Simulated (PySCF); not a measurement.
## How methods differ on the electron affinity of Si

Si⁻ [Ne] 3s2 3p3 (4S) → Si [Ne] 3s2 3p2 (3P), as a difference of total energies. All numbers are calculated (PySCF 2.14, no relativity, point nucleus, in aug-cc-pV(5+d)Z (8s7p6d4f3g2h, 136 functions)). Correlated levels: valence: [Ne] frozen. The calculations carry no spin-orbit coupling.

```csv
method,electron affinity (eV),plus first-order spin-orbit estimate,error of that sum (eV)
UHF,0.848,0.832,-0.558
LDA,1.594,1.578,+0.188
PBE,1.496,1.480,+0.090
PBE0,1.458,1.442,+0.052
r2SCAN,1.535,1.519,+0.129
CAM-B3LYP,1.275,1.259,-0.131
B2PLYP,1.270,1.254,-0.136
r2SCANh,1.518,1.502,+0.112
MP2 (valence),1.418,1.402,+0.012
SCS-MP2 (valence),1.234,1.218,-0.172
```

Reference: 1.390 eV (measured; photodetachment measurements, as compiled on the Wikipedia data page of electron affinities).

A first-order spin-orbit estimate (lowest level to lowest level, LS coupling) adds -0.016 eV.

In the anion the highest occupied orbital energy is positive at LDA, PBE, PBE0, r2SCAN, r2SCANh, a self-interaction effect; the basis confines that electron, and the energy difference can still be sensible.
